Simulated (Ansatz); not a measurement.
Relaxation of C$_{4}$H$_{10}$O$_{2}$ (16 atoms, charge 0, multiplicity 1), to a largest force component of 0.015 eV/Å in at most 40 steps.

The calculation used RKS PBE0-D4/def2-SVP in Ansatz 0.2.0.

```xyz
16
Properties=species:S:1:pos:R:3:forces:R:3
C -1.227 -1.454 1.323 -1.11 2.84 -0.95
O -0.383 -1.527 0.214 0.44 1.28 -0.49
C 0.260 -0.292 -0.075 1.33 -1.14 -0.33
C 1.369 -0.569 -1.175 -0.22 1.44 3.54
O -0.638 0.689 -0.505 0.32 0.74 0.57
C -0.164 2.038 -0.310 -0.30 -1.90 0.53
H -1.684 -2.392 1.505 -0.36 -1.43 0.24
H -0.706 -1.068 2.205 0.27 -0.12 0.43
H -2.083 -0.696 1.122 1.04 -1.01 0.29
H 0.825 0.029 0.869 -0.83 0.07 -0.55
H 1.262 0.142 -1.955 -0.22 0.48 -1.36
H 2.325 -0.362 -0.658 0.02 -0.05 -0.37
H 1.383 -1.589 -1.414 -0.25 -1.77 -0.95
H 0.018 2.227 0.766 0.16 0.00 -0.09
H -0.945 2.697 -0.635 -0.68 0.49 -0.36
H 0.739 2.238 -0.890 0.38 0.07 -0.16
```

Q: Where does it end, and by what steps?

A: The forces met the threshold. The force dipped under the threshold on the way, but the program's further checks kept it going. After 14 steps the energy has fallen by 0.597 eV; H12 moved furthest, 0.92 Å.

| step | energy less start (eV) | largest force component (eV/Å) | accepted |
| --- | --- | --- | --- |
| 0 | 0.0000 | 3.540 | yes |
| 1 | -0.3909 | 1.400 | yes |
| 2 | -0.4535 | 0.440 | yes |
| 3 | -0.3959 | 1.157 | no |
| 4 | -0.4657 | 0.037 | yes |
| 5 | -0.4744 | 0.099 | yes |
| 6 | -0.4833 | 0.131 | yes |
| 7 | -0.4962 | 0.173 | yes |
| 8 | -0.5136 | 0.226 | yes |
| 9 | -0.5362 | 0.586 | yes |
| 10 | -0.5808 | 0.196 | yes |
| 11 | -0.5945 | 0.077 | yes |
| 12 | -0.5969 | 0.036 | yes |
| 13 | -0.5973 | 0.012 | yes |
| 14 | -0.5974 | 0.004 | yes |

```xyz
16
Properties=species:S:1:pos:R:3
C -1.169 -1.367 1.350
O -0.244 -1.467 0.304
C 0.367 -0.277 -0.032
C 1.416 -0.572 -1.079
O -0.612 0.612 -0.509
C -0.304 1.964 -0.376
H -1.552 -2.378 1.548
H -0.695 -0.982 2.274
H -2.011 -0.706 1.089
H 0.834 0.182 0.875
H 1.926 0.349 -1.394
H 2.165 -1.272 -0.683
H 0.927 -1.027 -1.952
H -0.077 2.238 0.674
H -1.180 2.541 -0.704
H 0.559 2.272 -0.999
```

Time of the run: 69 s on 2 threads of Arm Neoverse V2, with other jobs on the host, peak memory 0.36 GiB.
